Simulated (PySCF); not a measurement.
C3H3FN2.
SMILES: `Fc1cn[nH]c1`

A PySCF run (density fitting, gas phase, GFN2-xTB geometry) gave HOMO -9.66 eV, LUMO 4.01 eV, dipole 2.58 D and E = -323.584 Eh.

Task: Which of these levels was it?
A. CAM-B3LYP/def2-SVPD
B. PBE0/pcSseg-1
C. OLYP/aug-pcSseg-1
D. OLYP/STO-3G
E. HF/pcSseg-1

Result: E. It is HF/pcSseg-1. All candidates on this geometry:

| level and settings | kind | basis functions | SCF cycles | E (Eh) | HOMO (eV) | LUMO (eV) | dipole (D) |
| --- | --- | --- | --- | --- | --- | --- | --- |
| OLYP/aug-pcSseg-1 | GGA | 183 | 16 | -325.3289 | -5.91 | -1.12 | 2.34 |
| OLYP/STO-3G, fitting basis def2-universal-jkfit | GGA | 33 | 10 | -321.1033 | -2.97 | 2.44 | 2.06 |
| PBE0/pcSseg-1 | global hybrid | 117 | 14 | -325.0454 | -7.21 | 0.24 | 2.46 |
| CAM-B3LYP/def2-SVPD | range-separated hybrid | 147 | 14 | -325.0772 | -8.60 | 1.21 | 2.49 |
| HF/pcSseg-1, grid level 4, start guess huckel | Hartree–Fock | 117 | 12 | -323.5837 | -9.66 | 4.01 | 2.58 |

The nearest other candidate, by the summed differences of HOMO and LUMO, is CAM-B3LYP/def2-SVPD: its HOMO differs by +1.06 eV and its LUMO by -2.80 eV. Cycle counts include a coarse-grid stage where the run had one.
